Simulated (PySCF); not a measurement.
Computed data sheet: `ClC(F)(Cl)Cl` (CFCl3)

Species: CFCl3.
Cartesian coordinates in Å at the PBE0-D3(BJ)/def2-SVP level; atoms count from 1:
```
atom  x, y, z in Å
F1    -0.9961    0.9751   -0.1244
C2    -0.0520    0.0510   -0.0065
Cl3    0.6091    0.1269    1.6296
Cl4   -0.7738   -1.5341   -0.3034
Cl5    1.2129    0.3811   -1.1954
```

Among its groups: C–F bond and C–Cl bond.

From PBE0-D3(BJ)/def2-SVP geometry optimisation, gas phase (PySCF):

```
Point group                  : C3v
Rotational constants A, B, C : 2.462, 2.461, 1.719 GHz
```

From B3LYP/pcSseg-1 ground state and GIAO shieldings, non-relativistic (PySCF):

```
Dipole moment                                               : 0.37 D
HOMO energy                                                 : -8.93 eV
LUMO energy                                                 : -1.54 eV
HOMO–LUMO gap                                               : 7.39 eV
13C chemical shifts (computed TMS as zero) by class         : 148.0 (C2) ppm
Isotropic shieldings of nuclei other than C and H, by class : 172 (F1), 363 (Cl3/Cl4/Cl5) ppm
```

Monoisotopic mass from the formula: 135.9050 u.

The rotational constants are those of an oblate symmetric top; the small spread among constants that symmetry makes equal is optimisation noise. Point group C3v permits a dipole; with 0.37 D the species has a pure rotational spectrum. With B = h/(8π²I), that is 505.379 GHz u Å² over I, the principal moments of inertia are 205.3, 205.4 and 294.1 u Å² (most abundant isotopes); the inertial defect Ic − Ia − Ib is -116.6 u Å² (zero for a rigid planar frame, negative otherwise). The dipole equals about 1.2 × 10⁻³⁰ C·m (1 D = 3.33564 × 10⁻³⁰ C·m).

The shieldings hold no spin–orbit term; for a carbon that bears several chlorines this term is known to matter.
